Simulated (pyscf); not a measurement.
Single points on ωB97X-D3(BJ)/def2-SVP structures (PySCF, gas phase).

PBE/def2-TZVP puts the barrier of `[GaH2][AsH2]` + `[SiH4]` → `[SiH3][GaH][AsH2]` + `[H][H]` (four-centre exchange; singlet surface; Ga–H, H–Si broken, Ga–Si, H–H formed) at 21.2 kcal/mol and the reaction energy at -2.0 kcal/mol, from the separated reactants. What do r²SCAN/def2-TZVP, B3LYP-D3(BJ)/def2-TZVP, ωB97M-D3(BJ)/def2-TZVP give on the same structures?

r²SCAN: ΔE‡ = 22.3 kcal/mol, ΔE = -1.2 kcal/mol; B3LYP-D3(BJ): ΔE‡ = 27.9 kcal/mol, ΔE = -0.4 kcal/mol; ωB97M-D3(BJ): ΔE‡ = 30.2 kcal/mol, ΔE = +1.6 kcal/mol. PBE's barrier lies under all of them, by 1.0 to 9.0 kcal/mol. Its reaction energy lies under all of them, by 0.9 to 3.6 kcal/mol. On the reactant side the descent ends in a complex, 6.4 kcal/mol under the separated species and 32.6 kcal/mol under the saddle at ωB97X-D3(BJ)/def2-TZVP. At the saddle there is also a short Ga–H contact that neither side keeps. At ωB97X-D3(BJ)/def2-TZVP the barrier from the zero used here is 26.2 kcal/mol. One saddle was located; it need not be the lowest between these sides. Elements up to Kr have no core potential and no relativistic terms here.
